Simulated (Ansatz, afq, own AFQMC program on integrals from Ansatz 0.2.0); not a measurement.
## BNH₅, doublet in cc-pVDZ, levels against CCSDT(Q)

```json
{"atom": "N", "x (Å)": "-1.1174", "y (Å)": "-0.0191", "z (Å)": "-0.0297"}
{"atom": "H", "x (Å)": "-1.4147", "y (Å)": "0.9487", "z (Å)": "-0.0297"}
{"atom": "H", "x (Å)": "-1.4147", "y (Å)": "-0.4214", "z (Å)": "0.8505"}
{"atom": "H", "x (Å)": "0.1016", "y (Å)": "-0.0191", "z (Å)": "-0.0297"}
{"atom": "B", "x (Å)": "1.3546", "y (Å)": "-0.0191", "z (Å)": "-0.0297"}
{"atom": "H", "x (Å)": "1.8636", "y (Å)": "-0.0191", "z (Å)": "1.0473"}
{"atom": "H", "x (Å)": "1.8636", "y (Å)": "-0.0191", "z (Å)": "-1.1067"}
```

Basis cc-pVDZ. Only valence electrons are correlated. Ansatz 0.2.0 and our own AFQMC program on the same integrals; the CISD trial comes from CCSD amplitudes, and released means the phaseless constraint is let go. Uncertainties: one standard error, sampling alone.

Determinant: UHF, the one that the program's search chose, which needn't be the lowest solution. The geometry is a point of a scan.

No full CI on the walks' own integrals is used here; CCSDT(Q) serves as the reference and is uncertain by about the last step of the cluster series.

Cautions: the released energies move by 1.5 errors or more from one time to the next, so no released level is given (meV from the phaseless value at times in 1/Eh: -1 ± 4 at 0.24, -4 ± 4 at 0.51, -8 ± 4 at 0.99, -2 ± 4 at 1.62, -17 ± 4 at 2.40).

* T1 diagnostic: 0.0151
* weight of the determinant in the CISD state: 0.884
* ⟨S²⟩ of the determinant: 0.773
* size of the correlated space: 13 electrons in 51 orbitals

Reference: CCSDT(Q), correlation energy -8.441 eV.

| level | E − E(reference) (meV) | share of correlation (%) |
| --- | --- | --- |
| HF | 8440.8 | 0.00 |
| MP2 | 1274.4 | 84.90 |
| CCSD | 219.9 | 97.40 |
| CCSD(T) | 37.2 | 99.56 |
| CCSDT | 13.0 | 99.85 |
| ph-AFQMC/CISD | 7.7 ± 2.9 | 99.91 |
